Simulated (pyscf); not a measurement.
`[CH3][CH3]` + `[NH2][Zn]` [doublet] → `[CH3][Zn][NH2]` + `[CH3]` [doublet], a substitution at C (doublet surface; C–C broken, C–Zn formed). Single points on ωB97X-D3(BJ)/def2-SVP structures (PySCF, gas phase). Energies in kJ/mol from the separated reactants.

Small-basis levels: PySCF, no dispersion term, spherical d functions. AM1 to PM7: differences of heats of formation from MOPAC, which are fitted to 298 K values and so differ in kind from electronic energies by zero-point and thermal terms. Open shells are spin-unrestricted. 

```json
[
 {"level": "HF/3-21G", "barrier": "218.0", "reaction energy": "+12.3"},
 {"level": "MP2/6-31G*+LANL2DZ", "barrier": "264.9", "reaction energy": "+123.3"},
 {"level": "SVWN5/6-31G*+LANL2DZ", "barrier": "177.3", "reaction energy": "+163.4"},
 {"level": "PBE/6-31G*+LANL2DZ", "barrier": "___", "reaction energy": "+150.1"},
 {"level": "B3LYP/LANL2DZ", "barrier": "199.5", "reaction energy": "+100.9"},
 {"level": "B3LYP/6-31G*+LANL2DZ", "barrier": "219.3", "reaction energy": "+140.0"},
 {"level": "M06-2X/6-31G*+LANL2DZ", "barrier": "___", "reaction energy": "+145.8"},
 {"level": "B3LYP/6-311+G**+LANL2DZ", "barrier": "208.6", "reaction energy": "+124.6"},
 {"level": "AM1", "barrier": "202.9", "reaction energy": "+128.5"},
 {"level": "ωB97M-D3(BJ)/def2-TZVP", "barrier": "___", "reaction energy": "+87.0"}
]
```

Task: Some entries are withheld; supply them.

Result: 
- PBE/6-31G*+LANL2DZ, barrier: 196.6
- M06-2X/6-31G*+LANL2DZ, barrier: 226.6
- ωB97M-D3(BJ)/def2-TZVP, barrier: 208.8

Against the last row the barrier runs from -31.5 (SVWN5/6-31G*+LANL2DZ) to +56.1 kJ/mol (MP2/6-31G*+LANL2DZ). ωB97M-D3(BJ)/def2-TZVP has limits of its own. One saddle was located; it need not be the lowest between these sides. The angle at the attacked C is 177°. In the def2 sets elements up to Kr have no core potential.
